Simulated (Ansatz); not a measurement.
A made-up structure of CH3MgSi (charge +1), singlet:

```json
{"atom": "C1", "x (Å)": "-0.4256", "y (Å)": "-0.0186", "z (Å)": "-0.7347"}
{"atom": "Si2", "x (Å)": "0.3543", "y (Å)": "-1.0287", "z (Å)": "-1.9252"}
{"atom": "Mg3", "x (Å)": "0.5894", "y (Å)": "0.1160", "z (Å)": "1.2366"}
{"atom": "H4", "x (Å)": "-1.3987", "y (Å)": "-0.3682", "z (Å)": "-0.3580"}
{"atom": "H5", "x (Å)": "1.0993", "y (Å)": "-1.1794", "z (Å)": "0.2265"}
{"atom": "H6", "x (Å)": "1.3266", "y (Å)": "0.2383", "z (Å)": "2.7279"}
```

It is relaxed with PBE-D4/def2-SVP and then PBE0-D4/def2-TZVP (Ansatz 0.2.0). Atoms count as bonded within 1.22 times the sum of their covalent radii (H–H: 0.88 Å). The end point is not checked to be a true minimum.

Q: Does its bonding change? (Judge from chemistry; the calculation decides.)

A: Computed: Yes. Formed: C1–H5; broken: Mg3–H5.

Where it ends: The first stage lowers the energy by 3.73 eV in 12 steps. It ends as CH₃MgSi ([MgH][CH2][Si]), total charge +1:
```xyz
6
angstrom
C -0.1125 -0.7339 -0.4775
Si 0.6493 -0.2815 -1.9812
Mg 0.7662 0.1463 1.3622
H -1.1389 -0.3691 -0.3202
H -0.0152 -1.7884 -0.1780
H 1.3963 0.7861 2.7678
```

Labels in which every atom is bracketed show which atoms are joined, not bond orders.

For scale, one of the runs: PBE0-D4/def2-TZVP relaxation, 118 basis functions, launched by `ansatz run in.yaml --threads 2 --pin off --events-out ev --progress --plain --max-ram 4352MiB`. Hardware: 2 CPU threads of an Intel Xeon 6975P-C, shared host. Wall time about 7.5 s.
